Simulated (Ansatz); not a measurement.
C4H4F2 (`C=C(F)/C=C\F`). Charge 0, multiplicity 1. The geometry is a stationary point of PBE0-D4/def2-TZVP. It is one conformer, not always the lowest.

```xyz
10

C     0.653    0.841    1.546
C     0.497   -0.019    0.545
F     1.313   -1.077    0.456
C    -0.503    0.080   -0.494
C    -0.716   -0.738   -1.519
F    -0.007   -1.833   -1.765
H     0.000    1.698    1.628
H     1.427    0.695    2.286
H    -1.167    0.933   -0.430
H    -1.497   -0.579   -2.253
```

What is the dipole moment at r2SCAN/def2-TZVPP? (Estimate.)

Ansatz gave: 2.38 D, with components (-1.62, 1.74, -0.18) D in this frame, pointing from negative to positive charge.

And with PBE, B3LYP, ωB97M-V? (An estimate is asked.)

The calculation gave: PBE 2.27 D, B3LYP 2.52 D, ωB97M-V 2.50 D.

Give the Mulliken charges with r2SCAN, ωB97M-V, B3LYP in def2-TZVPP. (Best estimate.)

Ansatz gave: 
```csv
atom,r2SCAN,ωB97M-V,B3LYP
C1,-0.22,-0.25,-0.26
C2,0.24,0.23,0.25
F3,-0.20,-0.19,-0.20
C4,-0.13,-0.13,-0.14
C5,0.12,0.08,0.09
F6,-0.17,-0.17,-0.18
H7,0.08,0.10,0.10
H8,0.10,0.11,0.11
H9,0.08,0.10,0.11
H10,0.10,0.11,0.11
```

B3LYP here is the variant with VWN-RPA as its local correlation; programs differ in this.
